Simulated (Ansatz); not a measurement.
# C₂H₂S: ionisation energy by level of theory

The task here is to estimate one member of a computed series from the others.

Method: unrestricted cation, the program's frozen cores in correlated methods; program: Ansatz 0.2.0, Gaussian basis.

Plan: UKS PBE-D4/def2-TZVPP; UKS r2SCAN-D4/def2-TZVPP; UKS PBE0-D4/def2-TZVPP; UKS B3LYP-D4/def2-TZVPP; UKS wB97X-V/def2-TZVPP; UKS wB97M-V/def2-TZVPP; UKS B2PLYP/def2-TZVPP; UHF-CCSD(T)/def2-TZVPP; UHF-MP2/def2-QZVPP; extrapolation to the limit; then −ε(HOMO) from the neutral's earlier runs with LDA (SPW92), PBE-D4, revPBE-D4, BLYP-D4, r2SCAN-D4, B97M-V, PBE0-D4, B3LYP-D4, r2SCANh-D4, r2SCAN0-D4, HSE06-D4, BHLYP-D4, CAM-B3LYP-D4, LC-ωPBE, ωB97X-V, ωB97M-V.

## The geometry

All runs share one geometry, relaxed beforehand with PBE0-D4 in a triple-zeta def2 set.

SMILES `C#CS`, 5 atoms, charge 0, spin multiplicity 1.

Atoms are counted from 1 here; the program's logs count them from 0.

Bond lengths: C1–C2 1.204 Å, C1–H4 1.064 Å, C2–S3 1.679 Å, S3–H5 1.346 Å. Angles: C2–C1–H4 179.3°, C1–C2–S3 175.2°, C2–S3–H5 96.7°.

As a file:

```xyz
5
charge 0, multiplicity 1
C    -1.1968   -0.3420    0.0019
C     0.0007   -0.2237    0.0261
S     1.6789   -0.1976    0.0834
H    -2.2568   -0.4334   -0.0218
H     1.8239    1.1231   -0.1310
```

The first run:

in.yaml reads:

```yaml
crystal:
  periodic: [false, false, false]
  atoms:
    - {symbol: C, position_ang: [-1.196758, -0.341980, 0.001867]}
    - {symbol: C, position_ang: [0.000682, -0.223683, 0.026135]}
    - {symbol: S, position_ang: [1.678888, -0.197622, 0.083396]}
    - {symbol: H, position_ang: [-2.256772, -0.433404, -0.021842]}
    - {symbol: H, position_ang: [1.823860, 1.123087, -0.130956]}
basis:
  gaussian: {orbitals: def2-TZVPP}
total_charge: 1
magnetization: {spin_polarized: true, initial_magnetization: 1}
hamiltonian: {xc: pbe, dispersion: d4}
```

Steps of the session up to this table: Cation, UKS PBE-D4/def2-TZVPP; Cation, UKS r2SCAN-D4/def2-TZVPP; Cation, UKS PBE0-D4/def2-TZVPP; Cation, UKS B3LYP-D4/def2-TZVPP; Cation, UKS wB97X-V/def2-TZVPP; Cation, UKS wB97M-V/def2-TZVPP; Cation, UKS B2PLYP (frozen core)/def2-TZVPP; Cation, UHF-CCSD(T)/def2-TZVPP; Cation, UHF-MP2/def2-QZVPP.

One of the session's tables, all rows but one given; the rest of the session is left out.

Orbital estimates, from the neutral's runs:

```
  functional  −ε(HOMO) (eV)
 LDA (SPW92)           5.97
      PBE-D4           5.83
   revPBE-D4              ?
     BLYP-D4           5.66
   r2SCAN-D4           6.04
      B97M-V           6.06
     PBE0-D4           6.97
    B3LYP-D4           6.74
  r2SCANh-D4           6.47
  r2SCAN0-D4           7.11
    HSE06-D4           6.57
    BHLYP-D4           7.97
CAM-B3LYP-D4           8.25
     LC-ωPBE           9.62
     ωB97X-V           9.24
     ωB97M-V           9.09
```

Estimate the missing values for revPBE-D4.

As computed: −ε(HOMO) (eV): 5.77. In the column «−ε(HOMO) (eV)» it lies between BLYP-D4 (5.66) and PBE-D4 (5.83).
